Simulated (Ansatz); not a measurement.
**CH5O+ (SMILES C[OH2+]): functionals against CCSD(T) at one geometry**

One table from this session's results is given with a row withheld; the runs are named, their logs left out.

Computed with Ansatz 0.2.0, Gaussian basis. Level: single points in def2-TZVPP.

Correlated methods freeze the cores.

### The starting structure

7 atoms, charge 1, spin multiplicity 1.

Atoms are counted from 1 here; the program's logs count them from 0.

Bond lengths: C1–O2 1.432 Å, C1–H3 1.082 Å, C1–H4 1.084 Å, C1–H5 1.116 Å, O2–H6 0.988 Å, O2–H7 0.994 Å. Angles: O2–C1–H3 107.3°, O2–C1–H4 107.8°, O2–C1–H5 110.9°, H3–C1–H4 109.5°, H3–C1–H5 110.7°, H4–C1–H5 110.5°, C1–O2–H6 110.8°, C1–O2–H7 112.2°, H6–O2–H7 108.4°.

Geometry (Å):

| atom | x (Å) | y (Å) | z (Å) |
| --- | --- | --- | --- |
| C1 | -0.2970 | -0.4164 | -0.2866 |
| O2 | 0.2772 | 0.4672 | 0.6832 |
| H3 | -0.0331 | -1.4250 | 0.0018 |
| H4 | -1.3739 | -0.2987 | -0.2461 |
| H5 | 0.0827 | -0.1858 | -1.3102 |
| H6 | 0.0241 | 1.4039 | 0.4986 |
| H7 | 1.2690 | 0.4088 | 0.7029 |

The first run:

Contents of run/in.yaml:

```yaml
crystal:
  periodic: [false, false, false]
  atoms:
    - {symbol: C, position_ang: [-0.297000, -0.416400, -0.286600]}
    - {symbol: O, position_ang: [0.277200, 0.467200, 0.683200]}
    - {symbol: H, position_ang: [-0.033100, -1.425000, 0.001800]}
    - {symbol: H, position_ang: [-1.373900, -0.298700, -0.246100]}
    - {symbol: H, position_ang: [0.082700, -0.185800, -1.310200]}
    - {symbol: H, position_ang: [0.024100, 1.403900, 0.498600]}
    - {symbol: H, position_ang: [1.269000, 0.408800, 0.702900]}
basis:
  gaussian: {orbitals: def2-TZVPP}
total_charge: 1
correlation: {method: ccsd_t}
output: {forces: true}
```

No record of the launch command was kept for these runs.

Steps of the session up to this table: CCSD(T)/def2-TZVPP; PBE0-D4/def2-TZVPP; wB97M-V/def2-TZVPP; r2SCAN-D4/def2-TZVPP; PBE-D4/def2-TZVPP; revPBE-D4/def2-TZVPP; r2SCANh-D4/def2-TZVPP.

One of the session's tables, all rows but one given; the rest of the session is left out.

```
    method  RMS force component (eV/Å)  angle to CCSD(T) forces (°)
   CCSD(T)                       0.837                    reference
   PBE0-D4                       0.745                          5.9
   wB97M-V                       0.823                          3.0
 r2SCAN-D4                       0.807                          1.7
    PBE-D4                       0.712                         13.7
 revPBE-D4                       0.774                         14.1
r2SCANh-D4                           ?                            ?
```

Estimate the missing values for r2SCANh-D4.

As computed: RMS force component (eV/Å): 0.813; angle to CCSD(T) forces (°): 3.8. In the column «RMS force component (eV/Å)» it lies between r2SCAN-D4 (0.807) and wB97M-V (0.823).
